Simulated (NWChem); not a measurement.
# UB3LYP/def2-SVP run of BCl2 (SMILES Cl[B]Cl)

What is the vertical ionisation energy of BCl2 at UB3LYP/def2-SVP? 

The results are computed with NWChem 7.3.0.

4 further runs of the same task are left out: 4 set aside as unsound or not needed.

## Step 1: The system as given

BCl2: 3 atoms, total charge 0, spin state doublet. SMILES: `Cl[B]Cl`. The shape is that of a PBE0-D4/def2-TZVP optimisation.

Bond lengths: Cl1–B2 1.720 Å, B2–Cl3 1.720 Å. Angles: Cl1–B2–Cl3 125.4°.

## Step 2: The response to a field at UB3LYP/def2-SVP

geom.nw

```
start geom
title "BCl2"
memory stack 880 mb heap 220 mb global 1100 mb
geometry units angstrom noautosym nocenter noautoz
Cl       0.371500      -1.525600       0.030000
B       -0.463900      -0.050300      -0.256900
Cl       0.081500       1.511100       0.213700
end
basis spherical bse
Cl library def2-SVP
B library def2-SVP
end
dft
xc b3lyp
mult 2
grid lebedev 99 14
convergence energy 1e-08
iterations 100
mulliken
noprint "final vectors analysis"
end
property
response 1 0
end
task dft property
```

Run with:

```console
$ nwchem geom.nw > geom.out
```

Log (excerpt; [...] marks lines left out):

```text
[...]
          Wavefunction type:  spin polarized.
          No. of atoms     :     3
          No. of electrons :    39
[...]
          Charge           :     0
          Spin multiplicity:     2
[...]
          AO basis - number of functions:    50
[...]
              XC Information
              --------------
                         B3LYP Method XC Potential
                     Hartree-Fock (Exact) Exchange  0.200
                        Slater Exchange Functional  0.800 local
                    Becke 1988 Exchange Functional  0.720 non-local
              Lee-Yang-Parr Correlation Functional  0.810
                  VWN I RPA Correlation Functional  0.190 local
[...]
 d= 0,ls=0.0,diis     1   -944.9103914528 -1.05D+03  1.39D-02  1.12D-01     1.0
[...]
 d= 0,ls=0.0,diis    10   -944.9730249428 -3.66D-09  4.70D-07  5.59D-10     6.9
[...]
         Total DFT energy =     -944.973024942762
      One electron energy =    -1506.691861358586
           Coulomb energy =      519.940105464796
    Exchange-Corr. energy =      -60.580354924874
 Nuclear repulsion energy =      102.359085875901
[...]
      Total Density - Mulliken Population Analysis
     ---------------------------------------------
    Atom       Charge   Shell Charges
 -----------   ------   -------------------------------------------------------
    1 Cl  17    16.99   2.00  1.98  1.28  0.63  5.93  2.18  2.96  0.03
    2 B    5     5.02   1.99  0.90  0.24  1.39  0.40  0.11
    3 Cl  17    16.99   2.00  1.98  1.28  0.63  5.93  2.18  2.96  0.03
[...]
      <S2> =      0.7522 (Exact =     0.7500)
[...]
 Anisotropic =      20.8003242
[...]
```

Run time: 24 s. Hardware: 1 thread of Intel Xeon Platinum 8259CL at 2.50GHz (Skylake/Cascade Lake), shared host; peak memory 0.11 GiB.

## Step 3: The singlet cation: the energy at B3LYP/def2-SVP

work.nw

```
START work
memory stack 880 mb heap 220 mb global 1100 mb
charge 1

GEOMETRY units angstrom noautosym nocenter noautoz
  Cl    0.371500   -1.525600    0.030000
  B    -0.463900   -0.050300   -0.256900
  Cl    0.081500    1.511100    0.213700
END

BASIS spherical bse
  * library def2-SVP
END

DFT
  xc b3lyp
  grid lebedev 99 14
  convergence energy 1e-08
  iterations 100
  mulliken
  noprint "final vectors analysis"
END

TASK dft
```

Run with:

```console
$ nwchem work.nw > work.out
```

Log (excerpt; [...] marks lines left out):

```text
[...]
          Wavefunction type:  closed shell.
          No. of atoms     :     3
          No. of electrons :    38
[...]
          Charge           :     1
          Spin multiplicity:     1
[...]
          AO basis - number of functions:    50
[...]
              XC Information
              --------------
                         B3LYP Method XC Potential
                     Hartree-Fock (Exact) Exchange  0.200
                        Slater Exchange Functional  0.800 local
                    Becke 1988 Exchange Functional  0.720 non-local
              Lee-Yang-Parr Correlation Functional  0.810
                  VWN I RPA Correlation Functional  0.190 local
[...]
 d= 0,ls=0.0,diis     1   -944.4282877783 -1.05D+03  5.39D-02  2.05D+00     0.6
[...]
 d= 0,ls=0.0,diis    11   -944.6533749757 -1.75D-11  2.88D-07  2.34D-10     5.2
         Total DFT energy =     -944.653374975675
      One electron energy =    -1495.883249258820
           Coulomb energy =      509.062280989782
    Exchange-Corr. energy =      -60.191492582538
 Nuclear repulsion energy =      102.359085875901
[...]
      Total Density - Mulliken Population Analysis
     ---------------------------------------------
    Atom       Charge   Shell Charges
 -----------   ------   -------------------------------------------------------
    1 Cl  17    16.69   2.00  1.98  1.34  0.59  5.93  2.15  2.68  0.03
    2 B    5     4.62   1.99  0.90  0.03  1.32  0.29  0.11
    3 Cl  17    16.69   2.00  1.98  1.34  0.59  5.93  2.15  2.68  0.03
[...]
```

Wall time 6 s (1 thread of Intel Xeon Platinum 8259CL at 2.50GHz (Skylake/Cascade Lake), shared host); peak memory 0.11 GiB.

## Step 4: What came out

At UB3LYP/def2-SVP:

| quantity | value |
| --- | --- |
| doublet BCl2: total energy | -944.97302 Eh |
| doublet BCl2: dipole moment | 0.53 D |
| doublet BCl2: ⟨S²⟩ | 0.752 |
| doublet BCl2: mean static polarisability | 30.2 bohr³ |
| singlet cation: total energy | -944.65337 Eh |
| vertical ionisation energy (to the singlet cation) | 8.698 eV |

**Reading.** The vertical ionisation energy comes to 8.70 eV (839 kJ/mol). Only the singlet of the ionised species was computed; a triplet could lie lower.
